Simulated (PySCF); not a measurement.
Species: C₂H₂F, net charge -1, singlet state. It need not be the lowest isomer of its formula. Whether it binds its extra electron was not tested at this geometry. 
Coordinates optimised at B3LYP-D3(BJ)/def2-TZVP (Ansatz):
```
C
C 1 1.3117
H 1 1.0955 2 134.73
H 2 1.1060 1 107.03 3 0.00
F 1 1.4481 3 103.30 2 -180.00
```
Charge -1, spin multiplicity 1.

Dispersion corrections to the total energy (kcal/mol) from the dftd3 and dftd4 libraries through PySCF: D3(BJ) without and D4 with the three-body term, each with the damping fitted for the functional named.

```csv
functional,D3(BJ),D4
r2SCAN,…,-0.35
PW6B95,-0.52,-1.35
BP86,-1.78,…
BLYP,-2.58,-3.51
CAM-B3LYP,-0.84,-1.20
BHLYP,…,-1.59
TPSSh,-1.34,-1.84
```

Question: Complete the blanks.

Answer: 
- r2SCAN, D3(BJ): -0.30
- BP86, D4: -1.88
- BHLYP, D3(BJ): -1.58
